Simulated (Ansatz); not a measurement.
# BH₄NS: functionals against CCSD(T) at one geometry

One table from this session's results is given with a row withheld; the runs are named, their logs left out.

Computed with Ansatz 0.2.0, Gaussian basis. Level: single points in def2-TZVPP.

Correlated methods freeze the cores. B3LYP uses VWN-RPA correlation.

## Starting geometry

7 atoms, charge 0, spin multiplicity 1.

Atoms are counted from 1 here; the program's logs count them from 0.

Bond lengths: B1–S3 1.425 Å, N2–H4 1.290 Å, N2–H6 1.207 Å, N2–H7 0.986 Å. Angles: H4–N2–H6 132.0°, H4–N2–H7 117.0°, H6–N2–H7 104.8°.

Coordinates:

```xyz
7
charge 0, multiplicity 1
B    -0.71840    0.00170   -0.73310
N     0.68700    0.27000    0.52750
S    -0.82830   -1.41560   -0.83900
H     0.63300   -1.00540    0.34390
H    -1.54510    1.21020   -0.84710
H     1.44880    1.11300    0.12050
H     0.37760    0.61030    1.39930
```

The first run:

run/in.yaml

```yaml
crystal:
  periodic: [false, false, false]
  atoms:
    - {symbol: B, position_ang: [-0.718400, 0.001700, -0.733100]}
    - {symbol: N, position_ang: [0.687000, 0.270000, 0.527500]}
    - {symbol: S, position_ang: [-0.828300, -1.415600, -0.839000]}
    - {symbol: H, position_ang: [0.633000, -1.005400, 0.343900]}
    - {symbol: H, position_ang: [-1.545100, 1.210200, -0.847100]}
    - {symbol: H, position_ang: [1.448800, 1.113000, 0.120500]}
    - {symbol: H, position_ang: [0.377600, 0.610300, 1.399300]}
basis:
  gaussian: {orbitals: def2-TZVPP}
correlation: {method: ccsd_t}
output: {forces: true}
```

The command line of these runs was not kept.

Steps of the session up to this table: CCSD(T)/def2-TZVPP; PBE0-D4/def2-TZVPP; wB97M-V/def2-TZVPP; r2SCAN-D4/def2-TZVPP; PBE-D4/def2-TZVPP; B97M-V/def2-TZVPP; B3LYP-D4/def2-TZVPP.

One of the session's tables, all rows but one given; the rest of the session is left out.

```
   method  RMS force component (eV/Å)  angle to CCSD(T) forces (°)  dipole (D)
  CCSD(T)                       6.033                    reference        3.41
  PBE0-D4                       5.870                          1.1        3.38
  wB97M-V                       5.841                          1.0        3.36
r2SCAN-D4                       5.887                          1.0        3.35
   PBE-D4                           ?                            ?           ?
   B97M-V                       5.819                          1.0        3.26
 B3LYP-D4                       5.797                          0.6        3.29
```

Q: Estimate the row for PBE-D4 from the others.

As computed: RMS force component (eV/Å): 5.857; angle to CCSD(T) forces (°): 1.7; dipole (D): 3.24. In the column «RMS force component (eV/Å)» it lies between wB97M-V (5.841) and PBE0-D4 (5.870).
